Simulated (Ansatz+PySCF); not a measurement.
**triplet O2: levels of theory in one basis**

```xyz
2

O     0.0000    0.0000   -0.8615
O     0.0000    0.0000    0.8615
```

Basis set: STO-3G (spherical functions). Left uncorrelated: 2 orbitals. Correlation on ROHF uses semicanonical orbitals with singles. Charge 0, multiplicity 3.

Computed with Ansatz (development build ahead of 0.2.0); each method stands on the lowest determinant of its kind that the runs found.

| method | E − E(ROHF) (eV) | <S²> of the determinant |
| --- | --- | --- |
| ROHF | 0.00 | 2.00 |
| UHF | -1.32 | 2.67 |
| ROHF-MP2 | -1.81 | – |
| UHF-MP2 | -1.57 | 2.67 |
| ROHF-CCSD | -3.42 | – |
| UHF-CCSD | -3.63 | 2.67 |
| ROHF-CCSD(T) | -3.44 | – |
| UHF-CCSD(T) | -3.70 | 2.67 |
| full CI (lowest root of this spin) | -3.63 | – |

At such a shape the full CI root can have another spatial symmetry than the determinants, so the rows needn't describe one state.

Problem. Is a single determinant a sound starting point here?

Solution. It is doubtful. Unrestricted orbitals lower Hartree–Fock by 1.32 eV and <S²> is 2.67 where a pure state has 2.00, a sign of strong static correlation.

Caution for ROHF, ROHF-MP2, ROHF-CCSD, ROHF-CCSD(T): an unrestricted determinant lies well below. Caution for ROHF, UHF, ROHF-MP2, UHF-MP2, ROHF-CCSD, UHF-CCSD, ROHF-CCSD(T), UHF-CCSD(T): the determinant may break the point group. Caution for UHF, UHF-MP2, UHF-CCSD, UHF-CCSD(T): the unrestricted determinant is spin contaminated. Caution for ROHF-MP2, UHF-MP2: large amplitudes, a single reference is doubtful; another reference gives a lower total. Caution for ROHF-CCSD, UHF-CCSD, ROHF-CCSD(T), UHF-CCSD(T): very large amplitudes, the method is breaking down. Caution for ROHF-CCSD, ROHF-CCSD(T): the program doubts this total. Caution for UHF-CCSD, UHF-CCSD(T): the amplitudes may be one of several solutions.
